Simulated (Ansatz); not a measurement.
A nudged elastic band was laid between two geometries of C$_{2}$H$_{5}$NS (9 atoms, charge 0, multiplicity 1).

Computed with RKS PBE0-D4/6-31G* (Ansatz).

| Item | Value |
| --- | --- |
| movable images | 9 |
| climbing image | yes |
| spring | 5.0 eV/Å² |
| optimiser | quadratic models (default) |
| start path | through a guess of the saddle point |
| force threshold | 0.03 eV/Å |
| iteration limit | 53 |
| end points | relaxed |

Image 0:

```xyz
9
Properties=species:S:1:pos:R:3
N -0.952 1.210 0.707
C -0.043 0.560 -0.101
C 0.468 -0.665 0.111
S 1.842 -1.242 -0.833
H -1.564 1.864 0.243
H -1.440 0.631 1.377
H 0.316 1.153 -0.939
H 0.140 -1.272 0.952
H 1.233 -2.238 -1.516
```

Image 10:

```xyz
9
Properties=species:S:1:pos:R:3
N -0.818 1.240 0.765
C -0.143 0.494 -0.175
C 0.207 -0.798 -0.059
S 1.060 -1.627 -1.361
H -1.365 2.010 0.411
H -1.299 0.719 1.486
H 0.161 1.054 -1.057
H -0.095 -1.388 0.804
H 2.294 -1.703 -0.814
```

Task: Which bonds break or form, and what moves?

Result: No bond is made or broken. The dihedral H8–C3–S4–H9 goes from 75 to -78°.

Task: What energy profile does the band end with?

Result: The run converged. The highest image is number 4 of 0 to 10, 3.1 kcal/mol above the first end and 3.1 kcal/mol above the last; the last end lies 0.0 kcal/mol above the first. A vibrational analysis at the climbing image gives one clearly imaginary mode, 162i cm⁻¹: a first-order saddle point.

```
image  path coordinate (Å)  energy (kcal/mol)  dihedral H8–C3–S4–H9 (°)
    0                 0.00                0.0                        75
    1                 0.35                0.5                        92
    2                 0.70                1.7                       111
    3                 1.05                2.8                       133
    4                 1.41                3.1                       154
    5                 1.77                3.0                       176
    6                 2.14                3.0                      -164
    7                 2.51                2.8                      -141
    8                 2.87                1.8                      -118
    9                 3.24                0.5                       -97
   10                 3.61                0.0                       -78
```

Task: What is the geometry of the highest image?

Result: 
```xyz
9
Properties=species:S:1:pos:R:3
N -0.879 1.246 0.629
C -0.041 0.423 -0.118
C 0.452 -0.758 0.274
S 1.619 -1.752 -0.611
H -1.590 1.716 0.084
H -1.291 0.794 1.436
H 0.251 0.853 -1.075
H 0.174 -1.191 1.232
H 1.306 -1.331 -1.851
```

Task: What are the harmonic wavenumbers there?

Result: 162i, 222, 264, 354, 451, 692, 775, 808, 954, 971, 1118, 1248, 1336, 1365, 1687, 1753, 2723, 3203, 3215, 3571, 3675 cm⁻¹.

The band took 18 iterations and of the order of 8 core-minutes.

The run took 7.9 min on 1 thread of Arm Neoverse V1, on a shared host, peak memory 0.14 GiB.
